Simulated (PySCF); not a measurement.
Gas-phase reaction: BH₃ + BCl₂NH₂ → BHCl₂ + HBNH + H₂

Energies from PySCF, thermal terms from the rigid-rotor harmonic-oscillator model, ideal gas at 1 bar. † marks an energy on the PBE0/def2-TZVP geometry and frequencies; other levels use their own. MP2 and CCSD(T) freeze the core. 6-31G* has spherical d functions here. All species are closed-shell singlets. B3LYP is the form with VWN-RPA correlation. BCl₂NH₂, HBNH: computed as isolated molecules; such fragments, hydroxides, amides, oligomers or adducts are transient or little studied in the gas. MP2 isn't extrapolated to the basis-set limit. CCSD(T) isn't extrapolated to the basis-set limit.

CCSD(T)/def2-SVP† gives ΔH°(298 K) = 101 kJ.

Question: What do HF/6-31G*, MP2/def2-TZVPP†, B3LYP/6-31G* give?

Answer: HF/6-31G*: 149 kJ; MP2/def2-TZVPP†: 107 kJ; B3LYP/6-31G*: 112 kJ. For scale, ΔH°(298 K) is 101 kJ at this level, 113 kJ at ωB97M-V/def2-TZVP†, and runs from 77 to 149 kJ over the 20 levels computed.
